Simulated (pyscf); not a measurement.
Optimised with ωB97X-D3(BJ)/def2-SVP in PySCF.

Task: For H₃Ge–GeH₃ (SMILES [GeH3][GeH3]) + H• (SMILES [H]) → GeH₄ (SMILES [GeH4]) + GeH₃• (SMILES [GeH3]), a substitution at Ge (doublet surface; Ge–Ge broken, Ge–H formed), PBE/def2-TZVP gives ΔE‡ = 1.5 kJ/mol and ΔE = -64.4 kJ/mol (zero: the separated reactants). In which direction and how far do r²SCAN/def2-TZVP, M06-2X/def2-TZVP, ωB97M-D3(BJ)/def2-TZVP move these?

Result: r²SCAN: ΔE‡ = -3.0 kJ/mol, ΔE = -72.6 kJ/mol; M06-2X: ΔE‡ = 21.1 kJ/mol, ΔE = -82.8 kJ/mol; ωB97M-D3(BJ): ΔE‡ = 27.0 kJ/mol, ΔE = -76.3 kJ/mol. PBE's barrier lies among them. Its reaction energy lies over all of them, by 8.2 to 18.4 kJ/mol. At r²SCAN this geometry lies under the reactants; that is no barrier but a single point on another level's saddle; such a level's own saddle, if it has one, lies nearer that side and is low. This is the saddle that the search found; another between the same sides may lie lower. The angle at the attacked Ge is 180°. Elements up to Kr have no core potential and no relativistic terms here.
